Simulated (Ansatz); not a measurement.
# C3H9NS, SMILES CCNCS: a single point in a Gaussian basis

Run with the Python package of Ansatz (0.2.0).

The script reads `c3h9ns.xyz`:
```text
14

C    -1.30210   -0.55210    1.13120
C     0.16190   -0.39080    1.04310
N     0.64930   -0.39260   -0.33620
C     0.52500    0.86870   -1.02220
S     1.11720    0.70700   -2.70840
H    -1.66680   -0.57710    2.16290
H    -1.67760   -1.39530    0.59290
H    -1.81030    0.38600    0.68700
H     0.60570   -1.23030    1.60820
H     0.50730    0.50460    1.60820
H     0.23690   -1.14310   -0.83800
H    -0.59380    1.10510   -1.08260
H     0.91300    1.71180   -0.53210
H     2.32150    0.36880   -2.28520
```

`c3h9ns.py`:
```python
# -*- coding: utf-8 -*-
"""Electronic structure of the C3H9NS molecule."""

import logging
import sys

import ansatz as az

logging.basicConfig(stream=sys.stdout, format="[%(levelname)s] %(message)s")
logger = logging.getLogger("ansatz_job")
logger.setLevel(logging.INFO)

system = az.Crystal.molecule_from_extxyz("c3h9ns.xyz")

model = system.calculation().basis(gaussian="STO-3G").correlation("mp2", electrons="valence")
trace = []
res = model.session().plan().execute(on_event=trace.append)
report = res.report
for event in trace:
    if event["event"] == "mean_field_evaluation" and event["data"]["evaluation"] <= 25:
        logger.info("pass {evaluation:3d}  E = {energy_ev:.6f} eV  gradient {gradient_ev:.1e}".format(**event["data"]))

for key in ("converged", "free_energy_ev", "reference_energy_ev", "n_frozen", "n_occupied", "n_virtual"):
    logger.info(f"{key:22s} {report[key]}")

print("correlation energy", round(report["free_energy_ev"] - report["reference_energy_ev"], 5), "eV")
cluster = report["correlation"].get("coupled_cluster")
if cluster:
    print("cycles", cluster["cycles"], " T1 diagnostic", round(cluster["t1_diagnostic"], 4), " largest double", round(cluster["largest_double"], 4))

state = report["mean_field"]["state"]
logger.info(f"mean field: {state['energy']['hartree']:.7f} Ha, <S^2> = {abs(state['spin_squared']):.4f}, stability: {state.get('stability', {}).get('kind')}")
```

```console
$ python c3h9ns.py
[INFO] pass   1  E = -15354.420800 eV  gradient 2.1e+01
[INFO] pass   2  E = -15354.744200 eV  gradient 2.1e+01
[INFO] pass   3  E = -15356.374431 eV  gradient 6.1e+00
[INFO] pass   4  E = -15356.483176 eV  gradient 1.3e+00
[INFO] pass   5  E = -15356.492078 eV  gradient 1.8e-01
[INFO] pass   6  E = -15356.492272 eV  gradient 5.0e-02
[INFO] pass   7  E = -15356.492289 eV  gradient 1.4e-05
[INFO] pass   8  E = -15356.490678 eV  gradient 2.8e-02
[INFO] pass   9  E = -15356.490681 eV  gradient 3.2e-06
[INFO] pass  10  E = -15356.490681 eV  gradient 6.3e-05
[INFO] pass  11  E = -15356.490681 eV  gradient 6.9e-07
[INFO] pass  12  E = -15356.490681 eV  gradient 7.3e-07
[INFO] converged              True
[INFO] free_energy_ev         -15362.58141141724
[INFO] reference_energy_ev    -15356.490680994655
[INFO] n_frozen               9
[INFO] n_occupied             [16, 16]
[INFO] n_virtual              [13, 13]
correlation energy -6.09073 eV
[INFO] mean field: -564.3406235 Ha, <S^2> = 0.0000, stability: minimum
```

Reading the output:
- These settings explore the input space; basis and method may be short of convergence.
- The geometry is a force-field or estimated start, not a minimum of this method, and the basis set is short of its limit.
- Inner cores stay frozen, so this is valence correlation.
- S² is that of the Hartree-Fock reference.
- Early passes use coarser integrals and grids, so their energies can't be compared with the last.
- Timing: 0.6 s on 1 thread of Intel(R) Xeon(R) 6975P-C (Granite Rapids), on a shared host, peak memory 0.15 GiB.

(A comment or docstring line of the script was reworded after the run, the code is as it ran; lines on the test bed's own set-up are left out of the output.)
